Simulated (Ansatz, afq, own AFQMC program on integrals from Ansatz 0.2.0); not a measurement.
## Where AFQMC and coupled cluster stand for Ga, quartet

A free Ga atom.

Basis cc-pVDZ. Noble-gas cores (and the filled d shells of Ga–Kr and In–Xe) are frozen. Integrals, coupled cluster, full CI and functionals: Ansatz 0.2.0; the random walks run on the same integrals in our own AFQMC program. ph-AFQMC/CISD is guided by a CISD state made of CCSD amplitudes; releasing the constraint for a short imaginary time cuts its bias at the price of noise, slowly where states lie close. Free projection: walkers drawn from exp(T), propagated without any constraint. Its projection time is finite, and what remains of the start isn't in its error. Uncertainties: one standard error, sampling alone. No spin–orbit coupling.

Determinant: ROHF, the one that the program's search chose, which needn't be the lowest solution.

Full CI on the same integrals is exact in this basis and with this determinant's frozen core.

Cautions: no relativity below Rb; no spin-orbit coupling; inner d shell frozen; another spin lies lower (by 4.05 eV).

```
T1 diagnostic                               : 0.0027
weight of the determinant in the CISD state : 0.988
size of the correlated space                : 3 electrons in 13 orbitals
```

Reference: full CI, correlation energy -0.274 eV. The released energy is read at 2.40 1/Eh (meV from the phaseless value at times in 1/Eh: -0.01 ± 0.12 at 0.24, 0.02 ± 0.08 at 0.51, 0.03 ± 0.08 at 0.99, -0.07 ± 0.10 at 1.62, 0.15 ± 0.07 at 2.40).

```
         level  E − E(reference) (meV)  share of correlation (%)
            HF                   274.0                      0.00
           MP2                    96.8                     64.65
          CCSD                     0.6                     99.78
       CCSD(T)                     0.2                     99.92
   ph-AFQMC/HF               6.9 ± 4.0                     97.48
 ph-AFQMC/CISD              0.0 ± 0.08                    100.01
released AFQMC              0.1 ± 0.07                     99.96
    free AFQMC              0.1 ± 0.04                     99.97
```

Free projections are given only where their last times agree within the noise and don't stop above the reference; a slow remainder of the start can still hide under it. A walk keeps the symmetry of its determinant, which the program's search chose and which needn't be the lowest solution, so a lower state of the same spin and another symmetry isn't excluded. Released energies are given only where the last usable release times agree within the noise; a slower fall can still hide under it.
